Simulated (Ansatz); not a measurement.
# Worked example: vertical ionisation energy of H3NO (hydroxylamine)

H3NO: 5 atoms, total charge 0, spin state singlet. SMILES: `NO`. The coordinates come from a PBE0-D4/def2-TZVP relaxation. This is one conformer, not always the lowest.

Both states at this one shape; open shells run unrestricted unless said. 1 Eh = 27.2114 eV.

| level | program | singlet H3NO (Eh) | doublet H3NO+ (Eh) |
| --- | --- | --- | --- |
| wB97X/def2-TZVPP | Ansatz | -131.742910 | -131.354832 |
| B2PLYP/def2-TZVPP, 2 core orbitals frozen | Ansatz | -131.683346 | -131.296960 |
| CCSDTQ/STO-3G, 2 core orbitals frozen | Ansatz | -129.370985 | -129.100633 |

Work out the vertical ionisation energy at each level.


1. wB97X/def2-TZVPP: -131.354832 − (-131.742910) = 0.388078 Eh = 10.56 eV.
2. B2PLYP/def2-TZVPP: -131.296960 − (-131.683346) = 0.386386 Eh = 10.51 eV.
3. CCSDTQ/STO-3G: -129.100633 − (-129.370985) = 0.270352 Eh = 7.36 eV.

No measured value is set beside it here; the levels span 7.36 to 10.56 eV. Minimal sets are far from the basis-set limit.
